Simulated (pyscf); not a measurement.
PySCF, gas phase, ωB97X-D3(BJ)/def2-SVP geometries.

Q: How much does it cost (ΔH, 298 K, ωB97M-D3(BJ)/def2-TZVP) to split H₂C=C(CH₃)–CH₂–CH₂–CH=O at its C–C bond into •H₂C–C(=CH₂)–CH₃ + •H₂C–CH=O?

A: C–C to •H₂C–C(=CH₂)–CH₃ + •H₂C–CH=O: 67.3 kcal/mol. The 7 functionals that were run give +56.2 (r²SCAN) to +68.7 kcal/mol (M06-2X). The radicals are drawn with the spin at the cut bond; how far it spreads was not checked. H₂C=C(CH₃)–CH₂–CH₂–CH=O lies 9.9 kcal/mol over its isomer cyclic C₆H₁₀O (SMILES OC1CC=CCC1), and others may lie lower still (electronic energy, ωB97M-D3(BJ)). •H₂C–CH=O lies 6.7 kcal/mol over its isomer H₃C–C•=O, and others may lie lower still (electronic energy, ωB97M-D3(BJ)). Other isomers of •H₂C–C(=CH₂)–CH₃ were not searched in full and may lie lower.
